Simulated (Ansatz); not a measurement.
# BPH6 (SMILES [BH3-][PH3+]), step by step

Aim: a series of 8 runs (SPW92/splines, SPW92/cc-pVDZ, SPW92/cc-pVTZ, SPW92/cc-pVQZ, SPW92/aug-cc-pVTZ, SPW92/pcseg-2, SPW92/def2-TZVPP, SPW92/6-31G*) of BPH6. 

Program for the calculation: Ansatz 0.2.0.

**1. The structure to begin with**

The species is BPH6 (8 atoms), meant as a singlet with charge 0. As SMILES, `[BH3-][PH3+]`. Geometry: relaxed at PBE0-D4/def2-TZVP.

Bond lengths: B1–P2 1.910 Å, B1–H3 1.209 Å, B1–H4 1.209 Å, B1–H5 1.209 Å, P2–H6 1.408 Å, P2–H7 1.409 Å, P2–H8 1.408 Å. Some angles: B1–P2–H6 118.0°, B1–P2–H7 118.1°, B1–P2–H8 118.0°, P2–B1–H3 103.8°, P2–B1–H4 103.8°, P2–B1–H5 103.8°, H6–P2–H7 99.7°, H6–P2–H8 99.7°, H7–P2–H8 99.7°, H3–B1–H4 114.5°.

**2. Energy and gradient at SPW92/splines (accuracy low) (run 1)**

File job.yaml:

```yaml
crystal:
  periodic: [false, false, false]
  atoms:
    - {symbol: B, position_ang: [-0.556100, 0.227200, -0.914000]}
    - {symbol: P, position_ang: [0.433900, -0.181600, 0.667700]}
    - {symbol: H, position_ang: [-1.693400, 0.343100, -0.520100]}
    - {symbol: H, position_ang: [-0.367800, -0.730200, -1.628000]}
    - {symbol: H, position_ang: [-0.055500, 1.254200, -1.309900]}
    - {symbol: H, position_ang: [0.418800, 0.755700, 1.718800]}
    - {symbol: H, position_ang: [1.823100, -0.380300, 0.547100]}
    - {symbol: H, position_ang: [0.089200, -1.345200, 1.382600]}
basis:
  splines: {}
hamiltonian: {xc: {name: SPW92}}
accuracy: low
output: {forces: true}
```

Run with:

```bash
$ ansatz run job.yaml --threads 1 --pin off --max-ram 2610MiB --events-out events.jsonl --progress --plain --runs-dir runs
```

The log of the run:

```text
Warning: RAYON_NUM_THREADS=1 ignored (pool sized by the plan → 1); use --threads N
[... 13 lines left out ...]
Total energy: -10019.458489 eV
[... 7 lines left out ...]
Atom 7 at     0.089200    -1.345200     1.382600 Å, force    -0.032771    -0.185819     0.141344 eV/Å
```

Run time: 26 s. Hardware: 1 thread of Arm Neoverse V1, shared host; peak memory 0.91 GiB.

**3. Energy and forces at SPW92/cc-pVDZ (run 2)**

Changes to job.yaml since step 2:

```diff
@@ -12,5 +12,8 @@
 basis:
-  splines: {}
-hamiltonian: {xc: {name: SPW92}}
-accuracy: low
-output: {forces: true}
+  gaussian:
+    orbitals: cc-pVDZ
+hamiltonian:
+  xc: {name: SPW92}
+output:
+  forces: true
+  orbitals: {seedname: orbitals}
```

Run with:

```bash
$ ansatz run job.yaml --threads 1 --pin off --max-ram 2610MiB --events-out events.jsonl --progress --plain --runs-dir runs
```

The log of the run, cut to the lines that bear on the results:

```text
Warning: RAYON_NUM_THREADS=1 ignored (pool sized by the plan → 1); use --threads N
Functional definition: SPW92
  name "SPW92"
[...]
764 factors; their error is unknown
[...]
mean field -10017.89406252 eV, -368.1508164251 hartree, gradient 2.4e-6 eV, S^2 0.000000; 0 other end points of the search recorded, 0 dependent functions left out
[...]
reference -10017.89409081 eV, -368.1508174648 hartree; 13, 13 occupied and 49, 49 virtual orbitals, 764 factors
Total energy: -10017.89409081 eV, -368.1508174648 hartree
Atom 0 at    -0.556100     0.227200    -0.914000 Å, force     0.177900    -0.071976     0.284303 eV/Å
Atom 1 at     0.433900    -0.181600     0.667700 Å, force    -0.537774     0.220179    -0.861150 eV/Å
Atom 2 at    -1.693400     0.343100    -0.520100 Å, force    -0.392799     0.039462     0.139256 eV/Å
Atom 3 at    -0.367800    -0.730200    -1.628000 Å, force     0.067399    -0.333841    -0.245277 eV/Å
Atom 4 at    -0.055500     1.254200    -1.309900 Å, force     0.175052     0.355337    -0.134585 eV/Å
Atom 5 at     0.418800     0.755700     1.718800 Å, force     0.020181     0.383162     0.484243 eV/Å
Atom 6 at     1.823100    -0.380300     0.547100 Å, force     0.608088    -0.094007    -0.008582 eV/Å
Atom 7 at     0.089200    -1.345200     1.382600 Å, force    -0.118047    -0.498316     0.341792 eV/Å
Dipole moment:     0.440683    -0.181967     0.704109 e Å
```

Wall time 0.81 s (1 thread of Arm Neoverse V1, shared host).

Runs 3 to 6 aren't shown in full; the table further down has their settings and results.

**4. Energy and gradient at SPW92/def2-TZVPP (run 7)**

File run.yaml:

```yaml
crystal:
  periodic: [false, false, false]
  atoms:
    - symbol: B
      position_ang: [-0.556100, 0.227200, -0.914000]
    - symbol: P
      position_ang: [0.433900, -0.181600, 0.667700]
    - symbol: H
      position_ang: [-1.693400, 0.343100, -0.520100]
    - symbol: H
      position_ang: [-0.367800, -0.730200, -1.628000]
    - symbol: H
      position_ang: [-0.055500, 1.254200, -1.309900]
    - symbol: H
      position_ang: [0.418800, 0.755700, 1.718800]
    - symbol: H
      position_ang: [1.823100, -0.380300, 0.547100]
    - symbol: H
      position_ang: [0.089200, -1.345200, 1.382600]
basis:
  gaussian:
    orbitals: def2-TZVPP
hamiltonian:
  xc: {name: SPW92}
output:
  forces: true
  orbitals: {seedname: orbitals}
```

Run with:

```bash
$ ansatz run run.yaml --threads 1 --pin off --max-ram 2610MiB --events-out events.jsonl --progress --plain --runs-dir runs
```

The log of the run, cut to the lines that bear on the results:

```text
Warning: RAYON_NUM_THREADS=1 ignored (pool sized by the plan → 1); use --threads N
Functional definition: SPW92
  name "SPW92"
[...]
810 factors; their error is unknown
[...]
mean field -10018.92303683 eV, -368.1886305335 hartree, gradient 1.2e-5 eV, S^2 0.000000; 0 other end points of the search recorded, 0 dependent functions left out
[...]
reference -10018.92307716 eV, -368.1886320155 hartree; 13, 13 occupied and 144, 144 virtual orbitals, 810 factors
Total energy: -10018.92307716 eV, -368.1886320155 hartree
Atom 0 at    -0.556100     0.227200    -0.914000 Å, force     0.235731    -0.095932     0.376641 eV/Å
Atom 1 at     0.433900    -0.181600     0.667700 Å, force    -0.435812     0.178186    -0.697888 eV/Å
Atom 2 at    -1.693400     0.343100    -0.520100 Å, force    -0.094337     0.008966     0.036471 eV/Å
Atom 3 at    -0.367800    -0.730200    -1.628000 Å, force     0.018255    -0.082834    -0.057609 eV/Å
Atom 4 at    -0.055500     1.254200    -1.309900 Å, force     0.044112     0.085989    -0.030317 eV/Å
Atom 5 at     0.418800     0.755700     1.718800 Å, force     0.018108     0.148286     0.208703 eV/Å
Atom 6 at     1.823100    -0.380300     0.547100 Å, force     0.250613    -0.041291     0.012552 eV/Å
Atom 7 at     0.089200    -1.345200     1.382600 Å, force    -0.036671    -0.201371     0.151449 eV/Å
Dipole moment:     0.416276    -0.171891     0.665104 e Å
```

It took 1.9 s on 1 thread of Arm Neoverse V1, shared host; peak memory 0.14 GiB.

**5. Energy and gradient at SPW92/6-31G(d) (Cartesian functions) (run 8)**

File run.yaml:

```yaml
crystal:
  periodic: [false, false, false]
  atoms:
    - {symbol: B, position_ang: [-0.556100, 0.227200, -0.914000]}
    - {symbol: P, position_ang: [0.433900, -0.181600, 0.667700]}
    - {symbol: H, position_ang: [-1.693400, 0.343100, -0.520100]}
    - {symbol: H, position_ang: [-0.367800, -0.730200, -1.628000]}
    - {symbol: H, position_ang: [-0.055500, 1.254200, -1.309900]}
    - {symbol: H, position_ang: [0.418800, 0.755700, 1.718800]}
    - {symbol: H, position_ang: [1.823100, -0.380300, 0.547100]}
    - {symbol: H, position_ang: [0.089200, -1.345200, 1.382600]}
basis:
  gaussian: {orbitals: "6-31G*"}
hamiltonian: {xc: {name: SPW92}}
output: {forces: true, orbitals: {seedname: orbitals}}
```

Run with:

```bash
$ ansatz run run.yaml --threads 1 --pin off --max-ram 2610MiB --events-out events.jsonl --progress --plain --runs-dir runs
```

The log of the run, cut to the lines that bear on the results:

```text
Warning: RAYON_NUM_THREADS=1 ignored (pool sized by the plan → 1); use --threads N
Functional definition: SPW92
  name "SPW92"
[...]
498 factors; integrals over basis functions are off by at most 8.3e-4 eV
[...]
mean field -10017.50544544 eV, -368.1365350108 hartree, gradient 4.8e-5 eV, S^2 0.000000; 0 other end points of the search recorded, 0 dependent functions left out
[...]
reference -10017.50547180 eV, -368.1365359796 hartree; 13, 13 occupied and 33, 33 virtual orbitals, 498 factors
Total energy: -10017.50547180 eV, -368.1365359796 hartree
Atom 0 at    -0.556100     0.227200    -0.914000 Å, force     0.165802    -0.066982     0.264900 eV/Å
Atom 1 at     0.433900    -0.181600     0.667700 Å, force    -0.431582     0.176306    -0.691348 eV/Å
Atom 2 at    -1.693400     0.343100    -0.520100 Å, force    -0.193754     0.022758     0.048043 eV/Å
Atom 3 at    -0.367800    -0.730200    -1.628000 Å, force     0.021062    -0.151842    -0.131405 eV/Å
Atom 4 at    -0.055500     1.254200    -1.309900 Å, force     0.070913     0.170000    -0.079604 eV/Å
Atom 5 at     0.418800     0.755700     1.718800 Å, force     0.036217     0.211275     0.319002 eV/Å
Atom 6 at     1.823100    -0.380300     0.547100 Å, force     0.374871    -0.064230     0.034152 eV/Å
Atom 7 at     0.089200    -1.345200     1.382600 Å, force    -0.043529    -0.297284     0.236260 eV/Å
Dipole moment:     0.424997    -0.175489     0.679048 e Å
```

Wall time 0.85 s (1 thread of Arm Neoverse V1, shared host).

**6. Overview of the runs**

| run | level | accuracy | Cartesian functions | energy (Eh) | HOMO energy (eV) | LUMO energy (eV) | HOMO–LUMO gap (eV) | wall time |
| --- | --- | --- | --- | --- | --- | --- | --- | --- |
| 1 | SPW92/splines (accuracy low) | low | – | -368.208308 | -7.35 | -1.07 | 6.27 | 26 s |
| 2 | SPW92/cc-pVDZ | medium | no | -368.150817 | -7.09 | -0.25 | 6.84 | 0.81 s |
| 3 | SPW92/cc-pVTZ | medium | no | -368.189542 | -7.31 | -0.55 | 6.76 | 1.7 s |
| 4 | SPW92/cc-pVQZ | medium | no | -368.197442 | -7.33 | -0.69 | 6.64 | 4.2 s |
| 5 | SPW92/aug-cc-pVTZ | medium | no | -368.190195 | -7.32 | -1.08 | 6.24 | 4.5 s |
| 6 | SPW92/pcseg-2 | medium | no | -368.196538 | -7.32 | -0.80 | 6.51 | 1.8 s |
| 7 | SPW92/def2-TZVPP | medium | no | -368.188632 | -7.33 | -0.62 | 6.71 | 1.9 s |
| 8 | SPW92/6-31G* (Cartesian functions) | medium | yes | -368.136536 | -7.04 | -0.13 | 6.91 | 0.85 s |

**7. Results**

| quantity | value |
| --- | --- |
| run 8, SPW92/6-31G*: total energy | -368.13654 Eh |
| run 8, SPW92/6-31G*: dipole moment | 3.94 D |
| run 8, SPW92/6-31G*: HOMO energy | -7.04 eV |
| run 8, SPW92/6-31G*: LUMO energy | -0.13 eV |
| run 8, SPW92/6-31G*: HOMO–LUMO gap | 6.91 eV |
| run 8, SPW92/6-31G*: largest force on an atom | 0.834 eV/Å |

**Reading.** Over runs 2, 3, 4, 5, 6, 7, 8 the dipole moment (its size) runs from 3.85 D (SPW92/cc-pVQZ) to 4.08 D (SPW92/cc-pVDZ). The HOMO–LUMO gap runs from 6.24 eV (SPW92/aug-cc-pVTZ) to 6.91 eV (SPW92/6-31G*). All runs together took 41 s, the longest 26 s.
